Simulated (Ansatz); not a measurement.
Lattice constant a (Å) of solids drawn from the class of oxides, at two levels: PBE in Ansatz (PAW), and Hartree–Fock (Ansatz, an electronic-structure program, plane waves, PAW).

```csv
solid,PBE,Hartree–Fock,shift (%)
cubic perovskite KTaO3,4.025,3.992,-0.82
rock-salt BaO,5.574,5.636,+1.11
cubic perovskite BaZrO3,4.227,4.230,+0.07
rock-salt CaO,4.831,4.858,+0.56
rock-salt SrO,5.195,5.222,+0.52
rock-salt CdO,4.768,4.738,-0.63
rock-salt MgO,4.254,4.184,-1.65
cubic perovskite BaHfO3,4.206,4.218,+0.29
```

The shifts run from -1.65 % to +1.11 %, with a median of +0.18 %.

Of 8 rows, Hartree–Fock is the larger in 5 and the smaller in 3.

Ansatz's runs of these crystals have no spin polarisation.

Spin–orbit coupling is left out, also for the solids with elements from indium on (cubic perovskite KTaO3, rock-salt BaO, cubic perovskite BaZrO3, cubic perovskite BaHfO3); its size isn't shown.

Caveats: the gap of the solid is closed in this run (PBE: rock-salt CdO). Ansatz's density-functional and Hartree–Fock values are scalar-relativistic unless marked +SOC, with PAW data made under PBE.
